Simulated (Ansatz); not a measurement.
System: hcp Tl. Method: PBEsol+SOC (plane waves, PAW; Ansatz, a quantum-chemistry and plane-wave program).

Numerical settings: plane-wave cutoff 520 eV, 18×18×10 k mesh (along the axes of the cell as run), Fermi–Dirac smearing 0.05 eV, PAW data made under PBE.

Properties against volume:

Shape and atoms are relaxed at each volume.

| V (Å³/atom) | P (GPa) | c (Å) | a (Å) |
|---|---|---|---|
| 27.012 | 1.71 | 5.435 | 3.388 |
| 27.575 | 0.80 | 5.463 | 3.414 |
| 28.138 | 0.00 | 5.488 | 3.441 |
| 28.700 | -0.71 | 5.516 | 3.466 |
| 29.263 | -1.32 | 5.542 | 3.492 |

Note: the bulk modulus comes from volumes at which shape and atoms were relaxed.
